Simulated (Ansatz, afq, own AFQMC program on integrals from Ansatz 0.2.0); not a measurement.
# Where AFQMC and coupled cluster stand for AlNH, doublet

```xyz
3

Al    0.0000   -0.0924    2.0512
N     0.0000   -0.3109   -0.6640
H     0.0000    0.4033   -1.3871
```

Connectivity, by distances: Al ··· NH.

Basis cc-pVDZ. Noble-gas cores (and the filled d shells of Ga–Kr and In–Xe) are frozen. Ansatz 0.2.0 and our own AFQMC program on the same integrals; the CISD trial comes from CCSD amplitudes, and released means the phaseless constraint is let go. Error bars are statistical, one sigma.

Determinant: ROHF, the one that the program's search chose, which needn't be the lowest solution. The geometry is a point of a scan.

No full CI on the walks' own integrals is used here; CCSDT(Q) serves as the reference and is uncertain by about the last step of the cluster series.

Cautions: higher spins were not checked; a spin-contaminated unrestricted determinant lies lower (UHF 882 meV lower, ⟨S²⟩ 1.69); strong correlation (T1 0.062, weight of the determinant 0.81, largest double 0.12); the released energies are still falling, so no released level is given (meV from the phaseless value at times in 1/Eh: 22 ± 17 at 0.24, -16 ± 25 at 0.51, -38 ± 26 at 0.99, -60 ± 34 at 1.62, -82 ± 56 at 2.40), though the last usable value meets CCSDT(Q) within the noise.

The T1 diagnostic is 0.0624 and the weight of the determinant in the CISD state is 0.808. The size of the correlated space is 9 electrons in 31 orbitals.

```
  level  correlation energy (eV)
    MP2                  -5.1569
   CCSD                  -6.0579
CCSD(T)                  -6.3043
```

Q: Estimate where phaseless AFQMC with a CISD trial lies against CCSD(T) on the same integrals.

A: 0.3 ± 1.9 kJ/mol above CCSD(T). The gap is under twice the noise, so this walk alone can't tell the two apart.

Reference: CCSDT(Q), correlation energy -6.392 eV.

```
        level  E − E(reference) (kJ/mol)  share of correlation (%)
      CCSD(T)                        8.5                     98.63
        CCSDT                        3.4                     99.46
ph-AFQMC/CISD                  8.7 ± 1.9                     98.59
```

A walk keeps the symmetry of its determinant, which the program's search chose and which needn't be the lowest solution, so a lower state of the same spin and another symmetry isn't excluded.
